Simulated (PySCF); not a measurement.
Ionisation energies (eV) were calculated with PySCF 2.14 by LDA, MP2 (valence), PBE, in another order, as differences of total energies without spin-orbit coupling. The measured values are between term centres (NIST).

```
                                                                               species  measured       A       B       C
     B (x2c-TZVPPall with one added diffuse shell each of s, p, d type, spin-free X2C)     8.297   8.637   8.669   8.260
    B⁺ (x2c-TZVPPall with one added diffuse shell each of s, p, d type, spin-free X2C)    25.155  24.551  24.607  24.415
     S (x2c-TZVPPall with one added diffuse shell each of s, p, d type, spin-free X2C)    10.336  10.558  10.422   9.960
 Sc (x2c-TZVPPall with one added diffuse shell each of s, p, d, f type, spin-free X2C)     6.562   6.694   6.545   6.101
Zn⁺ (x2c-TZVPPall with one added diffuse shell each of s, p, d, f type, spin-free X2C)    17.964  19.058  18.744  17.891
    Se (x2c-TZVPPall with one added diffuse shell each of s, p, d type, spin-free X2C)     9.635   9.891   9.640   9.219
 Xe (x2c-TZVPPall with one added diffuse shell each of s, p, d, f type, spin-free X2C)    12.565  12.671  12.366  12.291
 Ta (x2c-TZVPPall with one added diffuse shell each of s, p, d, f type, spin-free X2C)     7.573   7.766   7.409   6.938
```

Q: Which column is which method?

A: A is LDA (mean error 0.22 eV); B is PBE (mean error 0.04 eV); C is MP2 (valence) (mean error -0.38 eV). LDA overbinds the outer electron and comes out highest. PBE, with gradient corrections, lies close to experiment on average, with errors of both signs. Valence MP2 in a finite basis recovers only part of the missing correlation, so it stays below experiment on average.
